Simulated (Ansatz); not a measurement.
Working through an active-space calculation of BHO2, SMILES O=BO

Program: Ansatz 0.2.0, Python API.

Run as a notebook:

**Cell 1**
```python
import ansatz as az
```

**Cell 2**
```python
geometry_ang = [
    ("O", [-1.54764, 0.51942, 0.44677]),
    ("B", [-0.43362, 0.13634, 0.23734]),
    ("O", [0.79, -0.29075, 0.08821]),
    ("H", [1.19126, -0.36501, -0.77232]),
]
bho2 = az.Crystal.molecule()
for symbol, xyz in geometry_ang:
    bho2 = bho2.atom(symbol, xyz)
```

**Cell 3**
```python
calculation = bho2.calculation().basis(gaussian="cc-pVDZ").correlation(active_electrons=2, active_orbitals=3)
for method in ["sc_nevpt2"]:
    data = (calculation if method is None else calculation.correlation(method)).run().report
    space = data["configurations"]
    state = space["states"][0]
    print(method or "casscf", f"total {data['free_energy_ev'] / 27.211386246:.6f} Ha, active-space state {state['energy']['hartree']:.6f} Ha, mean field {data['reference_energy_ev'] / 27.211386246:.6f} Ha")
    print("  determinants", state["n_determinants"], " natural occupations", [round(n, 3) for n in space["natural_occupations"]])
```
Output:
```text
sc_nevpt2 total -175.534295 Ha, active-space state -175.116101 Ha, mean field -175.093603 Ha
  determinants 9  natural occupations [1.97, 0.029, 0.001]
```

Total energies depend on the basis set; only differences at equal settings carry meaning. The geometry is a force-field or estimated start, not a minimum of this method, and the basis set is short of its limit. The active space starts as a window about the frontier orbitals and is then optimised, not chosen by chemistry. It ran for 1.6 s on 1 thread of Arm Neoverse V2, with other jobs on the host, peak memory 0.14 GiB.
